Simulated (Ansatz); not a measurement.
# AlN₂H+ (doublet): wave-function methods side by side, def2-QZVPP

One table from this session's results is given with a row withheld; the runs are named, their logs left out.

The runs use Ansatz 0.2.0, Gaussian basis; def2-QZVPP, core rule «outside noble gas», up to 7 orbitals frozen.

The runs, in order: UHF; ROHF; CCSD(T) on UHF.

2 further runs of the same task are left out: 2 set aside as unsound or not needed.

## What is computed

The geometry is a PBE0/def2-TZVP stationary point (not a proven minimum) of the parent state, kept for this charge and spin.

4 atoms, charge 1, spin multiplicity 2.

Atoms are counted from 1 here; the program's logs count them from 0.

Bond lengths: Al1–N2 1.879 Å, N2–N3 1.296 Å, N2–H4 1.026 Å. Angles: Al1–N2–N3 128.0°, Al1–N2–H4 118.8°, N3–N2–H4 113.2°.

Coordinates:

```
atom   x (Å)    y (Å)    z (Å)
 Al1  0.0000  -0.0793   1.2035
  N2  0.0000   0.4134  -0.6097
  N3  0.0000  -0.3623  -1.6474
  H4  0.0000   1.4109  -0.8502
```

Set-up of the first run:

in.yaml

```yaml
crystal:
  periodic: [false, false, false]
  atoms:
    - {symbol: Al, position_ang: [0.000000, -0.079269, 1.203465]}
    - {symbol: N, position_ang: [0.000000, 0.413422, -0.609656]}
    - {symbol: N, position_ang: [0.000000, -0.362251, -1.647435]}
    - {symbol: H, position_ang: [0.000000, 1.410865, -0.850200]}
basis:
  gaussian: {orbitals: "def2-QZVPP.json"}
total_charge: 1
magnetization: {spin_polarized: true, initial_magnetization: 1}
hamiltonian: {xc: hf}
output: {orbitals: {seedname: orbitals}}
```

On the command line:

```console
ansatz run in.yaml --threads 1 --pin off --events-out ev --progress --plain --max-ram 2393MiB
```

Among the steps run: UHF; ROHF; CCSD(T) on UHF.

One table of the session follows, with a row left open; its other results are not shown here.

| method | from UCCSD(T) (meV) |
| --- | --- |
| ROHF | +13093.4 |
| UHF | +12567.6 |
| UMP2 | ? |
| UCCSD | +606.0 |
| UCCSD(T) | 0 |

Q: Estimate the row for UMP2 from the others.

**Answer.** from UCCSD(T) (meV): +2062.5. In the column «from UCCSD(T) (meV)» it lies between UCCSD (+606.0) and UHF (+12567.6).

To keep in mind: The determinant is far from a pure spin state, so its energy mixes those of several spin states (harmless only where they are near-degenerate, as at dissociation).
